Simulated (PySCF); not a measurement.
# Working out the ionisation energy of F

F [He] 2s2 2p5 (2P) → F⁺ [He] 2s2 2p4 (3P). Computed with PySCF 2.14 in 6-31G* (3s2p1d, 14 functions), with no relativity, point nucleus. Frozen: 1s2. Energies in hartree (1 hartree = 27.21139 eV):

| part | F (lower) | F⁺ (upper) |
| --- | --- | --- |
| UHF | -99.363412 | -98.788457 |
| CCSD correlation | -0.132261 | -0.090028 |
| (T) | -0.001190 | -0.000916 |

Task: What does Hartree-Fock give?

Result: (-98.788457) − (-99.363412) = 0.574955 hartree = 15.645 eV.

Task: What do CCSD and CCSD(T) give?

Result: The CCSD correlation energies differ by 0.042233 hartree = 1.149 eV and the triples by 0.000274 hartree = 0.007 eV, so CCSD gives 16.794 eV and CCSD(T) 16.801 eV.

Measured between the centres of the two terms (NIST): 17.427 eV, so CCSD(T) (valence) is off by -0.626 eV.

What remains against the reference includes basis incompleteness, the frozen core and higher excitations.
